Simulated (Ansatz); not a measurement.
# One shape, several levels: BSiH5 (boranylsilane)

Aim: a comparison of 6 runs (UHF/STO-3G, PBE0/STO-3G, revPBE/STO-3G, RPA@PBE/STO-3G, CCSDT(Q)/STO-3G, CCSD(T)/STO-3G) of BSiH5 (boranylsilane). 

Program for the calculation: Ansatz 0.2.0.

47 further runs of the same task are left out: 47 set aside as unsound or not needed.

## 1. The system as given

BSiH5 has 7 atoms, charge 0, and is taken as a singlet. SMILES: `B[SiH3]`. The H4–B1 distance was set to 2.988 Å, away from the relaxed value. At this shape a bond of the SMILES string is far longer than usual.

Bond lengths: B1–Si2 2.010 Å, B1–H3 1.196 Å, Si2–H5 1.492 Å, Si2–H6 1.492 Å, Si2–H7 1.487 Å. Angles: B1–Si2–H5 108.8°, B1–Si2–H6 108.8°, B1–Si2–H7 115.1°, Si2–B1–H3 118.9°, H5–Si2–H6 107.3°, H5–Si2–H7 108.3°, H6–Si2–H7 108.3°.

## 2. The energy at UHF/STO-3G (run 1)

run.yaml reads:

```yaml
crystal:
  periodic: [false, false, false]
  atoms:
    - {symbol: B, position_ang: [-1.467613, -0.118740, 0.007648]}
    - {symbol: Si, position_ang: [-1.335313, 1.855560, -0.345152]}
    - {symbol: H, position_ang: [-2.550413, -0.620340, 0.093448]}
    - {symbol: H, position_ang: [0.906400, -1.902500, 0.335400]}
    - {symbol: H, position_ang: [-2.040413, 2.163660, -1.623852]}
    - {symbol: H, position_ang: [-2.048013, 2.586960, 0.742948]}
    - {symbol: H, position_ang: [0.050087, 2.389060, -0.436152]}
basis:
  gaussian:
    orbitals: STO-3G
magnetization:
  spin_polarized: true
hamiltonian:
  xc: hf
accuracy: high
```

Run with:

```console
$ ansatz run run.yaml --threads 1 --pin off --max-ram 2610MiB --events-out events.jsonl --progress --plain --runs-dir runs
```

Output:

```text
Warning: RAYON_NUM_THREADS=1 ignored (pool sized by the plan → 1); use --threads N
Functional definition: HF
  name "HF"
  exchange = exact_x
  correlation = 0
332 factors; integrals over basis functions are off by at most 9.7e-9 eV
mean field evaluation 1: about -8497.0605 eV, gradient 1.3e1 eV
mean field evaluation 2: about -8497.0553 eV, gradient 1.3e1 eV
mean field evaluation 4: about -8502.7600 eV, gradient 1.9e0 eV
mean field evaluation 8: about -8502.8273 eV, gradient 3.1e-4 eV
mean field evaluation 16: about -8507.0744 eV, gradient 5.3e0 eV
mean field evaluation 32: about -8505.9938 eV, gradient 1.0e0 eV
mean field -8507.73616064 eV, -312.6535371528 hartree, gradient 2.5e-8 eV, S^2 0.987222; 1 other end points of the search recorded, 0 dependent functions left out
reference -8507.73616064 eV, -312.6535371528 hartree; 12, 12 occupied and 7, 7 virtual orbitals, 332 factors
Total energy: -8507.73616064 eV, -312.6535371528 hartree
```

Run time: 0.14 s. Hardware: 1 thread of Arm Neoverse V2, shared host.

## 3. The energy at PBE0/STO-3G (run 2)

run.yaml, as its differences from that of step 2:

```diff
@@ -13,6 +13,4 @@
     orbitals: STO-3G
-magnetization:
-  spin_polarized: true
+accuracy: high
 hamiltonian:
-  xc: hf
-accuracy: high
+  xc: pbe0
```

Run with:

```console
$ ansatz run run.yaml --threads 1 --pin off --max-ram 2610MiB --events-out events.jsonl --progress --plain --runs-dir runs
```

Output:

```text
Warning: RAYON_NUM_THREADS=1 ignored (pool sized by the plan → 1); use --threads N
Functional definition: PBE0
  name "PBE0"
  parameter a = 0.25
  parameter kappa = 0.804
  parameter beta = 0.06672455060314922
  exchange = (1 - a)*pbe_x(kappa = kappa, mu = beta*pi^2/3) + a*exact_x
  correlation = pbe_c(beta = beta)
332 factors; integrals over basis functions are off by at most 9.7e-9 eV
mean field evaluation 1: about -8514.5475 eV, gradient 2.3e1 eV
mean field evaluation 2: about -8506.0170 eV, gradient 3.4e1 eV
mean field evaluation 4: about -8521.8876 eV, gradient 4.0e0 eV
mean field evaluation 8: about -8521.8877 eV, gradient 4.0e0 eV
mean field evaluation 16: about -8521.9080 eV, gradient 1.1e-8 eV
mean field -8521.90802365 eV, -313.1743435126 hartree, gradient 1.1e-8 eV, S^2 0.000000; 0 other end points of the search recorded, 0 dependent functions left out
reference -8521.90802533 eV, -313.1743435743 hartree; 12, 12 occupied and 7, 7 virtual orbitals, 332 factors
Total energy: -8521.90802533 eV, -313.1743435743 hartree
```

It took 1.1 s on 1 thread of Arm Neoverse V2, shared host; peak memory 0.098 GiB.

Runs 3 to 5 aren't shown in full; the table further down has their settings and results.

## 4. The energy at CCSD(T)/STO-3G (run 6)

in.yaml reads:

```yaml
basis:
  gaussian: {orbitals: STO-3G}
crystal:
  periodic: [false, false, false]
  atoms:
    - {symbol: B, position_ang: [-1.467613, -0.118740, 0.007648]}
    - {symbol: Si, position_ang: [-1.335313, 1.855560, -0.345152]}
    - {symbol: H, position_ang: [-2.550413, -0.620340, 0.093448]}
    - {symbol: H, position_ang: [0.906400, -1.902500, 0.335400]}
    - {symbol: H, position_ang: [-2.040413, 2.163660, -1.623852]}
    - {symbol: H, position_ang: [-2.048013, 2.586960, 0.742948]}
    - {symbol: H, position_ang: [0.050087, 2.389060, -0.436152]}
correlation: {method: ccsd_t, frozen_orbitals: {B: 1, H: 0, Si: 5}}
accuracy: high
scf: {omitted_lower_state_checks: [cluster_reference, increment]}
```

Run with:

```console
$ ansatz run in.yaml --threads 1 --pin off --max-ram 2610MiB --events-out events.jsonl --progress --plain --runs-dir runs
```

Output:

```text
Warning: RAYON_NUM_THREADS=1 ignored (pool sized by the plan → 1); use --threads N
[... 4 set-up lines as earlier in the session ...]
these checks for a lower state are left out or cut short: cluster_reference, increment
332 factors; integrals over basis functions are off by at most 9.7e-9 eV
mean field evaluation 1: about -8497.0605 eV, gradient 1.9e1 eV
mean field evaluation 2: about -8497.0553 eV, gradient 1.9e1 eV
mean field evaluation 4: about -8502.7600 eV, gradient 2.8e0 eV
mean field evaluation 8: about -8502.8273 eV, gradient 1.8e-2 eV
mean field evaluation 16: about -8498.1128 eV, gradient 1.6e1 eV
mean field -8502.82018474 eV, -312.4728783708 hartree, gradient 5.6e-8 eV, S^2 0.000000; 2 other end points of the search recorded, 0 dependent functions left out; unrestricted orbitals would lower it
6 core orbitals not correlated: weight in the atoms' cores, before any rotation towards them, 1.000 or more for the frozen orbitals, at most 0.000 for the correlated occupied ones
reference -8502.82018474 eV, -312.4728783708 hartree; 6, 6 occupied and 7, 7 virtual orbitals, 332 factors
second order -4.91512481 eV of doubles, -0.00000000 eV of singles
cycle   1  -4.06050376 eV  change    -1.6e0 eV  update   1.6e-1
cycle   2  -5.08634762 eV  change    -1.0e0 eV  update   1.3e-1
cycle   3  -5.78857096 eV  change   -7.0e-1 eV  update   1.0e-1
cycle   4  -6.28074982 eV  change   -4.9e-1 eV  update   7.7e-2
cycle   5  -6.62899780 eV  change   -3.5e-1 eV  update   5.8e-2
cycle   6  -7.53854301 eV  change   -9.1e-1 eV  update   4.2e-2
cycle   7  -7.35247756 eV  change    1.9e-1 eV  update   5.9e-3
cycle   8  -7.42155563 eV  change   -6.9e-2 eV  update   6.1e-3
cycle   9  -7.46421359 eV  change   -4.3e-2 eV  update   2.2e-3
cycle  10  -7.45479899 eV  change    9.4e-3 eV  update   9.6e-4
cycle  11  -7.45048520 eV  change    4.3e-3 eV  update   2.4e-4
cycle  12  -7.45174725 eV  change   -1.3e-3 eV  update   8.6e-5
cycle  13  -7.45154521 eV  change    2.0e-4 eV  update   2.2e-5
cycle  14  -7.45168080 eV  change   -1.4e-4 eV  update   1.3e-5
cycle  15  -7.45169433 eV  change   -1.4e-5 eV  update   3.1e-6
cycle  16  -7.45171766 eV  change   -2.3e-5 eV  update   1.7e-6
cycle  17  -7.45171440 eV  change    3.3e-6 eV  update   3.6e-7
cycle  18  -7.45171714 eV  change   -2.7e-6 eV  update   2.4e-7
cycle  19  -7.45171518 eV  change    2.0e-6 eV  update   1.7e-7
cycle  20  -7.45171443 eV  change    7.5e-7 eV  update   1.3e-7
cycle  21  -7.45171456 eV  change   -1.3e-7 eV  update   1.9e-7
cycle  22  -7.45171488 eV  change   -3.2e-7 eV  update   1.2e-7
cycle  23  -7.45171544 eV  change   -5.6e-7 eV  update   7.6e-8
cycle  24  -7.45171523 eV  change    2.1e-7 eV  update   4.6e-8
cycle  25  -7.45171541 eV  change   -1.8e-7 eV  update   2.4e-8
cycle  26  -7.45171548 eV  change   -6.9e-8 eV  update   8.0e-9
cycle  27  -7.45171542 eV  change    6.0e-8 eV  update   4.4e-9
cycle  28  -7.45171544 eV  change   -2.2e-8 eV  update   2.1e-9
cycle  29  -7.45171544 eV  change    2.2e-9 eV  update  6.6e-10
cycle  30  -7.45171544 eV  change   6.9e-11 eV  update  1.7e-10
perturbative correction -0.17608847 eV, -0.0064711318 hartree
WARN: these amplitudes may be one of several solutions (largest doubles amplitude 0.76, level shift 11.51 eV)
Total energy: -8510.44798865 eV, -312.7531949941 hartree
Checks for a lower state left out: cluster_reference, increment
```

It took 0.14 s on 1 thread of Arm Neoverse V2, shared host.

## 5. All runs side by side

```tsv
run	level	frozen core orbitals	energy (Eh)	wall time
1	UHF/STO-3G	–	-312.653537	0.14 s
2	PBE0/STO-3G	–	-313.174344	1.1 s
3	revPBE/STO-3G	–	-313.303616	1.2 s
4	RPA@PBE/STO-3G	6	-312.776392	2.9 s
5	CCSDT(Q)/STO-3G	6	-312.752104	0.3 s
6	CCSD(T)/STO-3G	6	-312.753195	0.14 s
```

## 6. Summary of results

| quantity | value |
| --- | --- |
| run 6: total energy | -312.75319 Eh |
| run 6: correlation energy (6 core orbitals frozen) | -280.3 mEh |
| run 6: (T) correction | -6.47 mEh |
| run 6: T1 diagnostic | 0.041 |

Below the UHF energy at the same shape and in the same basis (STO-3G): CCSDT(Q) -98.6 mEh; CCSD(T) -99.7 mEh. Some of these start from another determinant than that one, so these aren't their correlation energies. Totals of different functionals can't be ranked against each other. In run 6 the T1 diagnostic is large, so a single reference may not serve. In runs 4, 5, 6 the log says that unrestricted orbitals would lower the reference, so the values rest on an unstable closed-shell determinant (other closed-shell runs at this shape may share the fault). In runs 1, 2, 3, 4, 5, 6 the basis is minimal, so the values are rough. Spin contamination of the reference: run 1 ⟨S²⟩ = 0.99. Where it is this large, the reference is a mixture of spin states, and values that rest on it are in doubt. All runs together took 5.8 s, the longest 2.9 s.
